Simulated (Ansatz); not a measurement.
**KMo: from a trial structure to a relaxed crystal**

Theory: DFT PBE, scalar-relativistic, plane waves, PAW in Ansatz 0.2.0. Cutoff 420 eV, Γ-centred k mesh, Gaussian smearing, no spin polarisation in the final step.

The start puts KMo on the caesium chloride structure type (Pm-3m, No. 221), with K in place of Cs, Mo in place of Cl, at a guessed volume.

```
K Mo
1.0
     3.75036    0.00000    0.00000
     0.00000    3.75036    0.00000
     0.00000    0.00000    3.75036
K Mo
1 1
Direct
  0.00000 0.00000 0.00000
  0.50000 0.50000 0.50000
```

Cell and atoms relax at zero pressure; the relaxation can't lower the symmetry of the start.

Formation energies are uncorrected and refer to the elements' standard structures at the same level.

(1) Which crystal results?

(2) What are its volume, energy, density and gap?

## Answers

(1) It keeps Pm-3m (No. 221). The result has the caesium chloride structure. Conventional cell: a = 3.722 Å. K has 8 Mo at 3.22 Å and 6 K at 3.72 Å; Mo has 8 K at 3.22 Å and 6 Mo at 3.72 Å.

```xyz
2
Lattice="3.7220 0.0000 0.0000 0.0000 3.7220 0.0000 0.0000 0.0000 3.7220" Properties=species:S:1:pos:R:3 pbc="T T T"
K     0.0000    0.0000    0.0000
Mo    1.8610    1.8610    1.8610
```

(2) The volume per atom is 25.78 Å³. The density is 4.35 g/cm³, the energy over the elements is 2.87 eV/atom and the gap on the 14×14×14 mesh is 0 eV (a metal).

The final run used a 14×14×14 mesh on its 2-atom cell and 0.10 eV smearing. The k mesh leaves about 4 meV/atom of noise in metals. A structure relaxed within its symmetry needn't be a true minimum. The steps took about 22 core-seconds in all.

Cost: 2 runs of about 0.37 core-minutes in all, on Intel Xeon 6975P-C (Granite Rapids) (shared hosts).